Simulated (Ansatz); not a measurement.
Relaxation of CH3SSi (6 atoms, charge 0, multiplicity 2), to a largest force component of 0.015 eV/Å in at most 40 steps.

These are results of UKS B3LYP-D4/def2-SVP (Ansatz), not measurements.

```xyz
6
Properties=species:S:1:pos:R:3
Si -0.803 0.420 -0.726
C 0.337 -0.622 0.155
S 1.333 -0.040 1.426
H -1.513 -0.347 -1.745
H -1.290 1.805 -0.792
H 0.892 1.232 1.377
```

Q: Where does it end, and by what steps?

A: The forces met the threshold. After 23 steps the energy has fallen by 0.846 eV; H6 moved furthest, 1.40 Å.

| step | energy less start (eV) | largest force component (eV/Å) | accepted |
| --- | --- | --- | --- |
| 0 | 0.0000 | 1.176 | yes |
| 1 | -0.2925 | 0.987 | yes |
| 2 | -0.3604 | 0.466 | yes |
| 3 | -0.3961 | 0.364 | yes |
| 4 | -0.4826 | 0.824 | yes |
| 5 | -0.5292 | 0.984 | yes |
| 6 | -0.6618 | 1.144 | yes |
| 7 | -0.7430 | 0.481 | yes |
| 8 | -0.7797 | 0.279 | yes |
| 9 | -0.7986 | 0.306 | yes |
| 10 | -0.7962 | 0.628 | no |
| 11 | -0.8191 | 0.078 | yes |
| 12 | -0.8260 | 0.039 | yes |
| 13 | -0.8278 | 0.483 | yes |
| 14 | -0.8255 | 0.321 | no |
| 15 | -0.8426 | 0.075 | yes |
| 16 | -0.8400 | 0.372 | no |
| 17 | -0.8446 | 0.093 | yes |
| 18 | -0.8420 | 0.122 | no |
| 19 | -0.8454 | 0.017 | yes |
| 20 | -0.8455 | 0.044 | yes |
| 21 | -0.8458 | 0.030 | yes |
| 22 | -0.8460 | 0.015 | yes |
| 23 | -0.8460 | 0.012 | yes |

```xyz
6
Properties=species:S:1:pos:R:3
Si -0.918 0.438 -0.992
C 0.170 0.141 0.264
S 1.561 0.423 1.153
H -1.875 -0.605 -1.428
H -1.052 1.728 -1.724
H 1.069 0.323 2.424
```

Whether the end is a true minimum wasn't checked by a vibrational analysis.

Run time: 87 s on 1 thread of Arm Neoverse V1, on a shared host, peak memory 0.16 GiB.
